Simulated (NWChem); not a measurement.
## Total energies of fluorine (F₂)

```xyz
2

F      0.0000     0.0000     0.6882
F      0.0000     0.0000    -0.6882
```
Charge 0, spin multiplicity 1.

Program: NWChem. The geometry was optimised at PBE0/def2-SVP, a minimum by its harmonic frequencies.

Basis set: STO-3G (10 functions).

| method | total energy (Ha) |
|---|---|
| RHF | -195.97550 |
| MP2 | -196.02349 |
| B2PLYP | -196.46987 |
| PBE | -196.48718 |
| B3LYP | -196.66390 |
| BP86 | -196.66856 |
| CCSD(T) | -196.05000 |

Total energies of different functionals aren't comparable as a measure of quality: only differences taken within one method are. 

The correlated methods keep 2 core orbitals frozen. B3LYP has NWChem's definition, with VWN1-RPA local correlation. No row is a measurement; the coupled-cluster row has its own basis-set and correlation limits.
